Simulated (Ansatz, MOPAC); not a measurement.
System: C₂H₃O₂, charge 0, multiplicity 2. SMILES: O([CH2])C=O

Atoms: C1, O2, O3, H4, C5, H6, H7. Bonds: C1-O2, C1-O3, C1-H4, O3-C5, C5-H6, C5-H7.

Bond lengths (Å) and angles (degrees) optimised at PM6 with MOPAC; PM7 with MOPAC; PBE/6-31G* with Ansatz (a program for electronic structure), each started from the B3LYP-D3(BJ)/def2-TZVP structure (Ansatz) of the last column. A row stands for all coordinates that are equal there; 11 of 13 kinds are shown. 6-31G* holds six Cartesian d functions. No wavenumbers were computed at PBE/6-31G*, so these may be saddle points.

| coordinate | PM6 | PM7 | PBE/6-31G* | B3LYP-D3(BJ)/def2-TZVP |
|---|---|---|---|---|
| C1-O2 | 1.199 | 1.196 | 1.214 | 1.195 |
| C1-O3 | 1.399 | 1.374 | 1.380 | 1.360 |
| C1-H4 | 1.090 | 1.089 | 1.106 | 1.095 |
| O3-C5 | 1.359 | 1.342 | 1.366 | 1.361 |
| C5-H6 | 1.065 | 1.062 | 1.089 | 1.076 |
| C5-H7 | 1.065 | 1.063 | 1.086 | 1.075 |
| O2-C1-O3 | 122.5 | 123.2 | 125.4 | 125.3 |
| C1-O3-C5 | 119.4 | 119.0 | 117.6 | 118.7 |
| O2-C1-H4 | 131.8 | 130.0 | 126.9 | 126.2 |
| O3-C1-H4 | 105.7 | 106.8 | 107.7 | 108.4 |
| O3-C5-H6 | 121.1 | 122.0 | 119.1 | 119.2 |

Mean signed difference of all 6 bond lengths from B3LYP-D3(BJ)/def2-TZVP: PM6 0.003 Å, PM7 -0.006 Å, PBE/6-31G* 0.013 Å.
